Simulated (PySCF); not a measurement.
# Calibrating a computed gas-phase basicity (−ΔG)

Energies: ωB97X-D3(BJ)/def2-TZVP (PySCF, density fitting, integration grid level 2) on PBE0-D3(BJ)/def2-SVP structures. Thermal corrections: PBE0-D3(BJ)/def2-SVP frequencies, unscaled, ideal gas at 298.15 K and 1 bar, quasi-RRHO entropy.

| molecule | computed / kJ/mol | measured / kJ/mol |
| --- | --- | --- |
| hydrogen fluoride, `F` (HF) | 465 | 457 |
| `F[Si](F)(F)F` (F4Si) | 473 | 477 |
| hydrogen chloride, `Cl` (HCl) | 542 | 530 |
| hydrogen iodide, `I` (HI) | 606 | 601 |
| `O=CC(F)(F)F` (C2HF3O) | 643 | 654 |
| 2,2,2-trifluoroethanol, `OCC(F)(F)F` (C2H3F3O) | 678 | 670 |
| trifluoroacetic acid, `O=C(O)C(F)(F)F` (C2HF3O2) | 685 | ? |
| 1,1,1-trifluoroacetone, `CC(=O)C(F)(F)F` (C3H3F3O) | 706 | 692 |
| `O=COCC(F)(F)F` (C3H3F3O2) | 725 | 715 |

Q: Fit a straight line to the complete rows and predict the measured value of trifluoroacetic acid, `O=C(O)C(F)(F)F` (C2HF3O2).

A: measured = 6.8 + 0.98·computed (8 points, rms 8 kJ/mol, correlation 0.997). At 685 this gives 678 kJ/mol; the measured value is 681 kJ/mol, so the fit is off by 3.

Measured values: NIST Chemistry WebBook, evaluated or the median of agreeing entries.

(trifluoroacetic acid) Run with `OMP_NUM_THREADS=1 python redox_run.py task.json out` on 1 thread of Arm Neoverse V2, a shared host. Structures, frequencies and single points: 8 min of wall time.
